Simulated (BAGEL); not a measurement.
**BHCl2 (SMILES [H]B(Cl)Cl) at PBE0/def2-TZVP (density fitting with qzvpp-jkfit)**

What is the energy change on altering one bond length of BHCl2 at PBE0/def2-TZVP (density fitting with qzvpp-jkfit)? 

The results are computed with BAGEL 1.2.2.

1 further run of the same task is left out (set aside as unsound or not needed).

### Step 1. The system as given

BHCl2: 4 atoms, total charge 0, spin state singlet. SMILES: `[H]B(Cl)Cl`. The coordinates come from a GFN2-xTB relaxation.

Bond lengths: B1–Cl2 1.701 Å, B1–Cl3 1.702 Å, B1–H4 1.173 Å. Angles: Cl2–B1–Cl3 120.2°, Cl2–B1–H4 119.9°, Cl3–B1–H4 119.9°.

### Step 2. The energy at PBE0/def2-TZVP (density fitting with qzvpp-jkfit)

job.json reads:

```json
{ "bagel": [

{
  "title": "molecule",
  "basis": "def2-tzvp.json",
  "df_basis": "qzvpp-jkfit",
  "angstrom": "true",
  "geometry": [
    { "atom": "B", "xyz": [      -0.067270,      -0.112350,       0.001160 ] },
    { "atom": "Cl", "xyz": [       1.633390,      -0.145760,       0.012580 ] },
    { "atom": "Cl", "xyz": [      -0.893540,       1.375320,      -0.017490 ] },
    { "atom": "H", "xyz": [      -0.672580,      -1.117210,       0.003750 ] }
  ]
},

{ "title": "ks", "xc_func": "pbe0" },

{ "title": "print", "file": "orbitals.molden", "orbitals": "true" }

]}
```

The basis set def2-TZVP is read from a file made from the Basis Set Exchange's data (not shown).

Command:

```
$ BAGEL_NUM_THREADS=1 BAGEL job.json > job.out
```

What it wrote:

```text
* using 1 threads per process

  ===============================================================
  ===============================================================

  *** Geometry ***

  { "atom" : "B", "xyz" : [     -0.127122,     -0.212311,      0.002192 ] },
  { "atom" : "Cl", "xyz" : [      3.086660,     -0.275446,      0.023773 ] },
  { "atom" : "Cl", "xyz" : [     -1.688546,      2.598978,     -0.033051 ] },
  { "atom" : "H", "xyz" : [     -1.270992,     -2.111221,      0.007086 ] },

  Number of auxiliary basis functions:      349

  Since a DF basis is specified, we compute 2- and 3-index integrals:
    o Being stored without compression. Storage requirement is 0.034 GB

  Number of basis functions:      111
  Number of electrons      :       40

    * METHOD: MOLECULE                             0.26

  *** Kohn-Sham DFT ***

    * Removing 6225 points whose weight is below 1.00e-10
    * Grid points: 53399

  === Nuclear Repulsion ===
   114.1678531993

       - DIIS with orbital gradients will be used.

  === KS iteration (pbe0 / def2-tzvp.json) ===
      0       -846.60017881          0.23238873           0.37
      1       -879.75039194          0.67695079           0.35
      2       -919.49330469          0.16580776           0.42
      3       -923.20006252          0.17016123           0.29
      4       -942.58460797          0.05430946           0.29
      5       -944.57191023          0.04837607           0.29
      6       -945.51327158          0.01476728           0.30
      7       -945.58145133          0.00869588           0.33
      8       -945.61583747          0.00208633           0.30
      9       -945.61769207          0.00058379           0.29
     10       -945.61786700          0.00021879           0.32
     11       -945.61789472          0.00002743           0.32
     12       -945.61789509          0.00000816           0.30
     13       -945.61789512          0.00000167           0.30
     14       -945.61789512          0.00000043           0.29
     15       -945.61789512          0.00000013           0.29
     16       -945.61789512          0.00000004           0.31
     17       -945.61789512          0.00000002           0.35
     18       -945.61789512          0.00000000           0.41
    * SCF iteration converged.

    * Permanent dipole moment:
           (    0.074134,     0.126330,    -0.000958) a.u.

    * METHOD: KS                                   6.59

    * METHOD: PRINT                                0.04

  ===============================================================
```

Run time: 7.2 s. Hardware: 1 thread of Intel Xeon Platinum 8259CL at 2.50GHz (Skylake/Cascade Lake), shared host; peak memory 0.3 GiB.

### Step 3. The distorted shape

job.json reads:

```json
{ "bagel" : [

{
  "title" : "molecule",
  "basis" : "def2-tzvp.json",
  "df_basis" : "qzvpp-jkfit",
  "angstrom" : true,
  "geometry" : [
    { "atom" : "B", "xyz" : [    0.023548,    0.038414,    0.000771 ] },
    { "atom" : "Cl", "xyz" : [    1.724208,    0.005004,    0.012191 ] },
    { "atom" : "Cl", "xyz" : [   -0.802722,    1.526084,   -0.017879 ] },
    { "atom" : "H", "xyz" : [   -0.672580,   -1.117210,    0.003750 ] }
  ]
},
{ "title" : "ks", "xc_func" : "pbe0" },
{ "title" : "print", "file" : "orbitals.molden", "orbitals" : true }

]}
```

The basis set def2-TZVP is read from a file made from the Basis Set Exchange's data (not shown).

Command:

```
$ BAGEL_NUM_THREADS=1 BAGEL job.json > job.out
```

What it wrote:

```text
* using 1 threads per process

  ===============================================================
  ===============================================================

  *** Geometry ***

  { "atom" : "B", "xyz" : [      0.044499,      0.072592,      0.001457 ] },
  { "atom" : "Cl", "xyz" : [      3.258281,      0.009456,      0.023038 ] },
  { "atom" : "Cl", "xyz" : [     -1.516925,      2.883881,     -0.033786 ] },
  { "atom" : "H", "xyz" : [     -1.270992,     -2.111221,      0.007086 ] },

  Number of auxiliary basis functions:      349

  Since a DF basis is specified, we compute 2- and 3-index integrals:
    o Being stored without compression. Storage requirement is 0.034 GB

  Number of basis functions:      111
  Number of electrons      :       40

    * METHOD: MOLECULE                             0.22

  *** Kohn-Sham DFT ***

    * Removing 6059 points whose weight is below 1.00e-10
    * Grid points: 53565

  === Nuclear Repulsion ===
   113.4817790024

       - DIIS with orbital gradients will be used.

  === KS iteration (pbe0 / def2-tzvp.json) ===
      0       -846.72103747          0.23223175           0.31
      1       -880.09531402          0.67363550           0.29
      2       -919.70777349          0.16511993           0.44
      3       -923.66845329          0.16650396           0.29
      4       -942.60363851          0.05405112           0.28
      5       -944.68803022          0.04519741           0.28
      6       -945.52165527          0.01301708           0.29
      7       -945.57962986          0.00783734           0.28
      8       -945.60739837          0.00187921           0.28
      9       -945.60882218          0.00047590           0.28
     10       -945.60894383          0.00015302           0.29
     11       -945.60895721          0.00002797           0.28
     12       -945.60895761          0.00000927           0.28
     13       -945.60895766          0.00000138           0.28
     14       -945.60895766          0.00000045           0.29
     15       -945.60895766          0.00000011           0.28
     16       -945.60895766          0.00000004           0.28
     17       -945.60895766          0.00000003           0.29
     18       -945.60895766          0.00000000           0.28
    * SCF iteration converged.

    * Permanent dipole moment:
           (    0.029300,     0.051845,    -0.000655) a.u.

    * METHOD: KS                                   5.98

    * METHOD: PRINT                                0.03

  ===============================================================
```

Wall time 6.6 s (1 thread of Intel Xeon Platinum 8259CL at 2.50GHz (Skylake/Cascade Lake), shared host); peak memory 0.3 GiB.

### Step 4. Results

At PBE0/def2-TZVP (density fitting with qzvpp-jkfit):

| quantity | value |
| --- | --- |
| first shape: total energy | -945.61790 Eh |
| first shape: dipole moment | 0.37 D |
| first shape: HOMO energy | -9.22 eV |
| first shape: LUMO energy | -1.60 eV |
| first shape: HOMO–LUMO gap | 7.63 eV |
| distorted shape: total energy | -945.60896 Eh |
| distorted shape: dipole moment | 0.15 D |
| distorted shape: HOMO energy | -9.02 eV |
| distorted shape: LUMO energy | -1.63 eV |
| distorted shape: HOMO–LUMO gap | 7.39 eV |
| energy change with the B1–H4 bond stretched from 1.173 to 1.349 Å | 0.243 eV |

With the B1–H4 bond stretched from 1.173 to 1.349 Å the energy rises by 0.24 eV (23.5 kJ/mol). The first shape isn't relaxed at this level, so the change isn't measured from a minimum.
